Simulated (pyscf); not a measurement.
H₂C=C=C•–CH₃ → [HC≡C–C=CH₂]• + hydrogen (H₂), an elimination (doublet surface; C–H, C–H broken, H–H formed). PySCF, gas phase, ωB97X-D3(BJ)/def2-SVP geometries. Energies in kcal/mol from the reactant's lowest minimum found.

Small-basis levels: PySCF, no dispersion term, spherical d functions. Open shells are spin-unrestricted. 

In single points SVWN5/6-31G* puts the saddle at 83.4 kcal/mol and the reaction energy at +59.3 kcal/mol. Should these be trusted to within a few kcal/mol? Compare with ωB97M-D3(BJ)/def2-TZVP.

ωB97M-D3(BJ)/def2-TZVP gives ΔE‡ = 94.8 kcal/mol and ΔE = +53.3 kcal/mol. SVWN5/6-31G* lies 11.4 kcal/mol under it in the barrier and 6.0 kcal/mol over it in the reaction energy, so on this step it does not hold to within 3.0 kcal/mol. ωB97M-D3(BJ)/def2-TZVP has limits of its own. The same reactants have a lower exit, to H₂C=C=C=CH₂ + H• (no saddle counted: cutting one bond, which may have a small barrier of its own, costs +61.2 kcal/mol at ωB97M-D3(BJ)/def2-TZVP, against +94.8 kcal/mol here). One saddle was located; it need not be the lowest between these sides.
